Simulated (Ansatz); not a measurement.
Compare A (`COC(O)S`) with its isomer B (`CC(O)(O)S`).

Program: Ansatz. Geometries: PBE0-D4/def2-TZVP. ΔE: electronic, gas phase. CCSD(T)/CBS adds triple-zeta CCSD(T) − MP2 to the extrapolated MP2 energy (def2 sets, frozen cores). Functionals use def2-TZVPP. B3LYP here is the variant with VWN-RPA as its local correlation; programs differ in this. One conformer a species, not always the lowest.

Question: Which isomer does CCSD(T)/CBS put lower? Give the gap. (Best estimate.)

Answer: The calculation gave: B, by 71.4 kJ/mol.

Question: Give E(B) − E(A) in kJ/mol with CCSD(T)/def2-TZVPP, B3LYP, B3LYP-D4, MP2/def2-TZVPP, r2SCAN-D4, HF/def2-TZVPP, CCSD/def2-TZVPP. (Estimate.)

Answer: Computed: CCSD(T)/def2-TZVPP -68.8, B3LYP -58.7, B3LYP-D4 -61.7, MP2/def2-TZVPP -73.7, r2SCAN-D4 -67.9, HF/def2-TZVPP -56.9, CCSD/def2-TZVPP -67.6. None reverses the order clearly.

Largest T1 diagnostic: 0.012.

The D4 term adds −3.1 kJ/mol with B3LYP and −1.4 kJ/mol with PBE0; it sums over pairs of atoms, weighted by their polarisabilities, and B3LYP, whose exchange is more repulsive, gets the larger term. In def2-TZVPP, CCSD(T) changes the Hartree–Fock value by −11.8 kJ/mol (the triples alone add −1.2 kJ/mol) and MP2 by −16.7 kJ/mol.
